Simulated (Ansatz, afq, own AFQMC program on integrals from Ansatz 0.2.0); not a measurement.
H2O + HO, doublet in cc-pVTZ along one coordinate

```xyz
5

O    -1.1019    0.0004    0.0000
H    -1.3512    0.9270    0.0000
H    -0.1423    0.0004    0.0000
O     1.1101    0.0004    0.0000
H     1.3620   -0.9396    0.0000
```

A hydrogen atom is moved from one rigid fragment to the other; the O1–H3 distance tells how far. The two fragments are held close together, so this isn't a minimum-energy path and the start is a compressed complex. Energies in kcal/mol count from this geometry (0.960 Å) at the same level; the start stands on UHF, each point on the determinant named.

Basis cc-pVTZ. Only valence electrons are correlated. Integrals, coupled cluster, full CI and functionals: Ansatz 0.2.0; the random walks run on the same integrals in our own AFQMC program. The CISD trial takes its coefficients from CCSD amplitudes. Released means that phaseless walkers are propagated on without the constraint, phases kept. Uncertainties: one standard error, sampling alone.

| r(O1–H3) / Å | det. | T1 | weight | ⟨S²⟩ | PBE0 | MP2 | CCSD(T) |
| --- | --- | --- | --- | --- | --- | --- | --- |
| 1.035 | UHF | 0.025 | 0.87 | 0.78 | -1.1 | 1.1 | 0.7 |
| 1.072 | UHF | 0.021 | 0.87 | 0.79 | -1.1 | 1.4 | 1.3 |
| 1.110 | UHF | 0.016 | 0.88 | 0.79 | -1.0 | 1.2 | 1.5 |
| 1.147 | UHF | 0.022 | 0.87 | 0.78 | -1.0 | 1.4 | 1.3 |
| 1.222 | UHF | 0.023 | 0.88 | 0.77 | -0.6 | 0.4 | 0.2 |

**Question.** Estimate the curve of phaseless AFQMC with a CISD trial, counted from the same start.

**Answer.** 
```csv
r(O1–H3) / Å,det.,T1,weight,⟨S²⟩,ph-AFQMC/CISD
1.035,UHF,0.025,0.87,0.78,1.1 ± 0.2
1.072,UHF,0.021,0.87,0.79,2.1 ± 0.2
1.110,UHF,0.016,0.88,0.79,1.8 ± 0.2
1.147,UHF,0.022,0.87,0.78,1.8 ± 0.2
1.222,UHF,0.023,0.88,0.77,0.3 ± 0.3
```

Weight is that of the determinant in the CISD state; at the start T1 is 0.021 and the weight 0.88, and ⟨S²⟩ is 0.76. Largest departures from phaseless AFQMC with a CISD trial: CCSD(T) -0.8 kcal/mol at 1.072 (on UHF), PBE0 -3.1 kcal/mol at 1.072, MP2 -0.7 kcal/mol at 1.072 (on UHF). The walk's constraint bias lies outside its error bars, so these are departures and not errors. Functionals count only at points shown to share the start's state and spin.

A walk keeps the symmetry of its determinant, which the program's search chose and which needn't be the lowest solution, so a lower state of the same spin and another symmetry isn't excluded.
